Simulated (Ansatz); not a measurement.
Geometry optimisation, RKS BHLYP/6-31G* in Ansatz.

input.yaml

```yaml
crystal:
  periodic: [false, false, false]
  atoms:
    - { symbol: C, position_ang: [-0.4103, -2.3265, 0.7188] }
    - { symbol: C, position_ang: [-0.2209, -1.066, 0.3307] }
    - { symbol: C, position_ang: [-0.0075, 0.1626, -0.0644] }
    - { symbol: C, position_ang: [0.7906, 0.487, -1.3494] }
    - { symbol: C, position_ang: [-0.3351, 1.3463, 0.7698] }
    - { symbol: F, position_ang: [-0.8915, 2.3489, 0.0191] }
    - { symbol: H, position_ang: [0.3491, -2.8888, 1.1507] }
    - { symbol: H, position_ang: [-1.4035, -2.7, 0.5633] }
    - { symbol: H, position_ang: [1.6147, 1.0984, -1.122] }
    - { symbol: H, position_ang: [1.0314, -0.4322, -1.8461] }
    - { symbol: H, position_ang: [0.0378, 1.0331, -1.9893] }
    - { symbol: H, position_ang: [-1.0414, 1.1067, 1.5851] }
    - { symbol: H, position_ang: [0.507, 1.7959, 1.2485] }
basis:
  gaussian: { orbitals: "6-31G*" }
hamiltonian:
  xc: { name: BHLYP }
relax:
  f_tol: 0.015
  max_steps: 40
```

Run as:

```bash
$ ansatz run input.yaml --threads 2 --pin off --max-ram 3072MiB --backend cpu --events-out ev --progress --plain --runs-dir out
```

Task: Where does it end, and by what steps?

Result: The run converged. After 8 steps the energy has fallen by 0.382 eV; F6 moved furthest, 0.23 Å.

| step | energy less start (eV) | largest force component (eV/Å) | accepted |
| --- | --- | --- | --- |
| 0 | 0.0000 | 3.932 | yes |
| 1 | -0.3131 | 0.919 | yes |
| 2 | -0.1761 | 3.423 | no |
| 3 | -0.3662 | 0.308 | yes |
| 4 | -0.3789 | 0.127 | yes |
| 5 | -0.3803 | 0.067 | yes |
| 6 | -0.3810 | 0.114 | yes |
| 7 | -0.3815 | 0.093 | yes |
| 8 | -0.3821 | 0.012 | yes |

```xyz
13
Properties=species:S:1:pos:R:3
C -0.457 -2.261 0.715
C -0.203 -1.050 0.323
C 0.054 0.166 -0.061
C 0.756 0.491 -1.351
C -0.338 1.332 0.797
F -1.081 2.229 0.057
H 0.239 -2.813 1.330
H -1.372 -2.762 0.439
H 1.683 1.032 -1.160
H 0.991 -0.408 -1.909
H 0.128 1.132 -1.965
H -0.925 1.015 1.652
H 0.546 1.862 1.147
```

Whether the end is a true minimum wasn't checked by a vibrational analysis.

The run took 28 s on 2 threads of Arm Neoverse V2, on a shared host, peak memory 0.23 GiB.
